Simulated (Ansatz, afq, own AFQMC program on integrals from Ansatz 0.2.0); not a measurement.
## C, triplet in cc-pVTZ, levels against full CI

A free C atom.

Basis cc-pVTZ. Only valence electrons are correlated. Ansatz 0.2.0 and our own AFQMC program on the same integrals; the CISD trial comes from CCSD amplitudes, and released means the phaseless constraint is let go. Free AFQMC starts from the CCSD state and is never constrained. Its projection time is finite, and what remains of the start isn't in its error. ± is one standard error of the sampling.

Determinant: UHF, the one that the program's search chose, which needn't be the lowest solution.

Full CI on the same integrals is exact in this basis and with this determinant's frozen core.

Cautions: the released energies are still falling, so no released level is given (meV from the phaseless value at times in 1/Eh: 0 ± 3 at 0.24, -5 ± 3 at 0.50, -6 ± 3 at 1.00, -13 ± 3 at 1.50), though the last usable value meets full CI within the noise.

The T1 diagnostic is 0.0084, the weight of the determinant in the CISD state is 0.950 and the ⟨S²⟩ of the determinant is 2.009. The size of the correlated space is 4 electrons in 29 orbitals.

| level | correlation energy (eV) |
| --- | --- |
| MP2 | -1.8209 |
| CCSD | -2.3716 |
| CCSD(T) | -2.4271 |

Problem. Estimate where phaseless AFQMC with a CISD trial lies against CCSD(T) on the same integrals.

Solution. 0.12 ± 0.04 kcal/mol below CCSD(T).

Reference: full CI, correlation energy -2.441 eV.

```json
{"level": "CCSD(T)", "E − E(reference) (kcal/mol)": "0.32", "share of correlation (%)": "99.44"}
{"level": "CCSDT", "E − E(reference) (kcal/mol)": "0.03", "share of correlation (%)": "99.95"}
{"level": "CCSDT(Q)", "E − E(reference) (kcal/mol)": "0.00", "share of correlation (%)": "99.99"}
{"level": "ph-AFQMC/HF", "E − E(reference) (kcal/mol)": "4.00 ± 0.60", "share of correlation (%)": "92.89"}
{"level": "ph-AFQMC/CISD", "E − E(reference) (kcal/mol)": "0.19 ± 0.04", "share of correlation (%)": "99.65"}
{"level": "free AFQMC", "E − E(reference) (kcal/mol)": "0.06 ± 0.10", "share of correlation (%)": "99.89"}
```

CCSDT and higher add their correlation energy to the determinant of the CCSD(T) run, since their own runs factorise the integrals more tightly (a shift of under 2 meV). Free projections are given only where their last times agree within the noise and don't stop above the reference; a slow remainder of the start can still hide under it. A walk keeps the symmetry of its determinant, which the program's search chose and which needn't be the lowest solution, so a lower state of the same spin and another symmetry isn't excluded.
